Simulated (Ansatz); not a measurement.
input.yaml (Ansatz)

```yaml
crystal:
  lattice:
    - [12.0, 0.0, 0.0]
    - [0.0, 12.3, 0.0]
    - [0.0, 0.0, 12.6]
  atoms:
    - { symbol: O, position: [0.5, 0.5, 0.4514010062], spin: 0.563, spin_axis: [0, 0, 1] }
    - { symbol: O, position: [0.5, 0.5, 0.5485989938], spin: 0.563, spin_axis: [0, 0, 1] }
hamiltonian:
  xc: rpbe
  pseudopotentials:
    kind: paw_fr
    azcp:
      O: "pseudopotentials/O.paw.azcp"
basis:
  ecutwfc: 420
  fft_grid_basis: typed
kpoints:
  mp_grid: { grid: [1, 1, 1], shift: [0, 0, 0] }
magnetization:
  noncollinear: true
  spin_orbit: true
scf:
  occupations: { method: fermi_dirac, width: 0.01 }
```

and its output:

```
Engine: ansatz 0.2.0, aarch64-unknown-linux-gnu
Pseudopotentials: kind: paw_fr
Pseudopotential: O, paw_fr, valence charge 6, recommended cutoff 420 eV (normal) 
Functional definition: RPBE
  parameter kappa = 0.804
  parameter beta = 0.06672455060314922
  exchange = rpbe_x(kappa = kappa, mu = beta*pi^2/3)
  correlation = pbe_c(beta = beta)
Crystal: 2 atoms, lattice volume = 1859.760 Å³
Basis set: ecut = 420 eV, 36331 PW (Γ)
Bands: 20, of which v1, the nominal top of the filled ones, is band 12 counted from 1 (11 counted from 0)
Symmetry: 4 space group operations + 4 with time reversal
Magnetic group: BNS 47.252 (UNI 350), of the structure as read, at distance tolerance 1.2e-4 Å
k-points: 1
Projection manifold: j_resolved (fully-relativistic pseudo-atomic orbitals)
Non-local potential: O, projectors of the file, l = 0: 2, l = 1: 4, l = 2: 2
PAW form: soft (Blöchl's): semilocal exchange-correlation on the pseudo side does not see the compensation charge
PAW frozen core: O, regenerated for the run's functional, and the local potential with it (the file was generated under x = pbe(κ = 0.804, μ = 0.2195149727645171), c = pbe(β = 0.06672455060314922))
PAW one-centre angular grid: O, 110 points (default); XC on its mesh's 2531 points in the sphere
Initial density: superposition of atomic densities (neutral atoms: chi_scale 0, normalization atom)
Starting moments: Σ|m| = 1.126 μB on 2 of 2 sites
Initial wavefunctions: pseudopotential atomic-orbital guess
Functional: x = rpbe, c = pbe(β = 0.06672455060314922)
SCF iter   1: F=—  HF=-1133.541127 eV  |F-HF|=—  |Δ(HF+E_count)|=         —  Δρ=1.52e-2  dr2=5.66e-1  dr2_m=9.90e-1  ethr=3.10e-3  |M|=2.00e0 ∫|m|=2.01e0 μB  |m|>n=4.2e-1 m-floor=0.0e0 τ_xc=3.0e-34  β_m=1.00  ⟨swp⟩=14.0  Hψ=189  notcnv=0
spin=Noncollinear: Resta preconditioning applied to the charge; magnetization (m_x, m_y, m_z) channels mix plain (no charge-response kernel on spin).
SCF iter   2: F=—  HF=-1133.694858 eV  |F-HF|=—  |Δ(HF+E_count)|=   1.54e-1  Δρ=5.47e-3  dr2=1.78e-1  dr2_m=2.01e-2  ethr=3.10e-3  |M|=2.00e0 ∫|m|=2.04e0 μB  |m|>n=7.7e-1 m-floor=0.0e0 τ_xc=3.9e-20  β_m=1.00  ⟨swp⟩=2.0  Hψ=41  notcnv=0  defer=2
SCF iter   3: F=—  HF=-1133.749253 eV  |F-HF|=—  |Δ(HF+E_count)|=   5.44e-2  Δρ=1.33e-3  dr2=5.61e-3  dr2_m=7.80e-4  ethr=1.49e-3  |M|=2.00e0 ∫|m|=2.05e0 μB  |m|>n=8.1e-1 m-floor=0.0e0 τ_xc=6.2e-20  β_m=1.00  ⟨swp⟩=2.0  Hψ=30  notcnv=0  defer=4
SCF iter   4: F=—  HF=-1133.817992 eV  |F-HF|=—  |Δ(HF+E_count)|=   6.87e-2  Δρ=3.63e-4  dr2=5.34e-4  dr2_m=1.18e-4  ethr=4.68e-5  |M|=2.00e0 ∫|m|=2.05e0 μB  |m|>n=8.2e-1 m-floor=0.0e0 τ_xc=8.0e-20  β_m=1.00  ⟨swp⟩=3.0  Hψ=41  notcnv=0  defer=4
SCF iter   5: F=—  HF=-1133.854571 eV  |F-HF|=—  |Δ(HF+E_count)|=   3.66e-2  Δρ=1.15e-4  dr2=1.07e-4  dr2_m=2.94e-5  ethr=4.45e-6  |M|=2.00e0 ∫|m|=2.05e0 μB  |m|>n=8.1e-1 m-floor=0.0e0 τ_xc=8.9e-20  β_m=0.30  ⟨swp⟩=3.0  Hψ=34  notcnv=0  defer=4
Mixer restart at iter 5: flushing history
spin-set hold released at iteration 5 (site moments contracting): the magnetisation degrees of freedom join the quasi-Newton model from the next iteration; the mixer history was flushed
SCF iter   6: F=—  HF=-1133.874030 eV  |F-HF|=—  |Δ(HF+E_count)|=   1.95e-2  Δρ=9.78e-5  dr2=4.13e-5  dr2_m=4.09e-5  ethr=8.89e-7  |M|=2.00e0 ∫|m|=2.05e0 μB  |m|>n=7.9e-1 m-floor=0.0e0 τ_xc=9.9e-20  β_m=0.65  ⟨swp⟩=3.0  Hψ=33  notcnv=0  defer=4
SCF iter   7: F=—  HF=-1133.893861 eV  |F-HF|=—  |Δ(HF+E_count)|=   1.98e-2  Δρ=6.56e-5  dr2=4.39e-7  dr2_m=1.85e-5  ethr=3.44e-7  |M|=2.00e0 ∫|m|=2.05e0 μB  |m|>n=5.4e-1 m-floor=0.0e0 τ_xc=1.2e-19  β_m=0.82  ⟨swp⟩=5.0  Hψ=48  notcnv=0  defer=4
SCF iter   8: F=—  HF=-1133.893871 eV  |F-HF|=—  |Δ(HF+E_count)|=   1.04e-5  Δρ=1.60e-5  dr2=5.51e-8  dr2_m=1.10e-6  ethr=8.33e-10  |M|=2.00e0 ∫|m|=2.05e0 μB  |m|>n=3.5e-1 m-floor=0.0e0 τ_xc=1.1e-19  β_m=0.91  ⟨swp⟩=3.0  Hψ=48  notcnv=0
SCF iter   9: F=-1133.893872 eV  HF=-1133.893872 eV  |F-HF|=4.51e-7  |Δ(HF+E_count)|=   9.35e-7  Δρ=2.68e-6  dr2=8.82e-8  dr2_m=7.44e-9  ethr=4.59e-10  |M|=2.00e0 ∫|m|=2.05e0 μB  |m|>n=2.5e-1 m-floor=0.0e0 τ_xc=1.2e-19  ⟨swp⟩=3.0  Hψ=48  notcnv=0
SCF 1 converged in 9 iterations: F = -1133.893872 eV  dr2 = 8.82e-8
SCF converged after 9 iterations
Stability not checked: this state was not tested for a lower state beside it, because this non-collinear magnet's GGA is evaluated by the locally collinear projection, under which the energy is not smooth in the magnetisation (locally_collinear_gga; see scf.lower_state_search)
Magnetization: |M| = 1.9999 μB,  M = (-0.0000, +0.0000, +1.9999) μB
Absolute magnetization: 2.0549 μB (∫|m|, with the PAW one-centre terms)
  site 0: m = (-0.0000, +0.0000, +0.5628) μB, |m| = 0.5628 μB  (R = 0.51 Å)
  site 1: m = (-0.0000, -0.0000, +0.5628) μB, |m| = 0.5628 μB  (R = 0.51 Å)
Free energy (F): -1133.893872 eV
Harris-Foulkes:  -1133.893872 eV  (|F-HF|=4.51e-7)
Internal energy: -1133.893872 eV  (E = F + TS)
E sigma→0 (E₀):  -1133.893872 eV
Fermi energy:    -5.621450 eV
--- Per-component energies (eV) ---
  E_band       = -191.771705
  E_kinetic    = 341.298046
  E_local      = -2211.419209  (includes V_loc(G=0)·N_el)
  E_nonlocal   = 96.065600
  E_hartree    = 916.986818
  E_xc         = -144.286537
  E_vxc        = -182.879911  (∫ρ·V_xc dr)
  E_paw        = -317.511828  (= ΣΔE_a)
  E_vpaw       = -68.827099  (= ΣTr[D̂ρ^β])
  E_aug_tail   = 0.004635  (compensation charges beyond the density's cutoff)
  E_ewald      = 185.010424
  E_core_change = -0.041821  (= ΣΔE_core)
  E_smearing   = -0.000000  (= −TS)
  E_closure    = -0.000000  (closes the sum)
  Σ components = -1133.893872   (vs F -1133.893872, Δ=0.00e0)
```
